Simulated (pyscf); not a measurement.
Single points on ωB97X-D3(BJ)/def2-SVP structures (PySCF, gas phase).

Q: Estimate the classical barrier height and the reaction energy of Cl–Ge(Cl)(Cl)–Cl (SMILES [Cl][Ge]([Cl])([Cl])[Cl]) + NH₃ (SMILES N) → HCl (SMILES Cl) + H₂N–Ge(Cl)(Cl)–Cl (SMILES [NH2][Ge]([Cl])([Cl])[Cl]) at ωB97M-D3(BJ)/def2-TZVP. The step runs on the singlet surface, breaks Cl–Ge, H–N and forms Cl–H, Ge–N; take the separated reactants as zero.

A: ΔE‡ = 17.6 kcal/mol, ΔE = +10.4 kcal/mol. Zero-point energy shifts the barrier by -0.8 kcal/mol. It is a four-centre exchange, with an imaginary mode of 613i cm⁻¹. On the reactant side the descent ends in an adduct with a Ge–N contact, 1.6 kcal/mol over the separated species and 15.8 kcal/mol under the saddle at ωB97X-D3(BJ)/def2-TZVP. On the product side the descent ends in a complex, 5.7 kcal/mol under the separated species and 11.3 kcal/mol under the saddle at ωB97X-D3(BJ)/def2-TZVP. What is counted as formed (Ge–N) is already present as a longer contact in the reactant adduct; forming that adduct is a step of its own. This is the saddle that the search found; another between the same sides may lie lower. Elements up to Kr have no core potential and no relativistic terms here.
